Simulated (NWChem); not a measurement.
Molecule: ammonia (NH$_{3}$); SMILES N

Results from NWChem. Geometry: optimised at PBE0/def2-SVP. Level: PBE0/def2-SVP with SMD (1 M gas to 1 M solution), gas-phase geometry.

What does the run give for solvent water? Quantities: solvation free energy (kcal/mol); cavity-dispersion-structure term (kcal/mol); dipole in solution (D).


```json
{
  "solvation free energy (kcal/mol)": "-3.1",
  "cavity-dispersion-structure term (kcal/mol)": "2.2",
  "dipole in solution (D)": "2.07"
}
```
